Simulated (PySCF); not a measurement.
**Aluminium: highly charged ions in a basis for the neutral atom**

Al⁵⁺ [He] 2s2 2p4, Al⁶⁺ [He] 2s2 2p3. Calculation: PySCF 2.14, in pcseg-2; no relativity, point nucleus. No spin-orbit coupling, so a gap to NIST mixes the basis error with missing relativistic terms.

Changed run: basis of the neutral atom used for a highly charged ion. This setting is unsound on purpose.

| species | method | sound run (hartree) | changed run (hartree) | converged |
| --- | --- | --- | --- | --- |
| Al⁵⁺ | UHF | not run | -229.93103 | yes |
| Al⁵⁺ | M06-2X | not run | -230.19728 | yes |
| Al⁵⁺ | MN15 | not run | -230.10921 | yes |
| Al⁶⁺ | UHF | not run | -222.86036 | yes |
| Al⁶⁺ | M06-2X | not run | -223.06357 | yes |
| Al⁶⁺ | MN15 | not run | -222.95884 | yes |

Ionisation energy of Al⁵⁺:

```csv
method,changed run (eV),NIST (eV)
UHF,192.40,190.49 ± 0.05
M06-2X,194.12,190.49 ± 0.05
MN15,194.57,190.49 ± 0.05
```

The contracted functions were made for the neutral atom and can be too rigid for a highly charged ion.
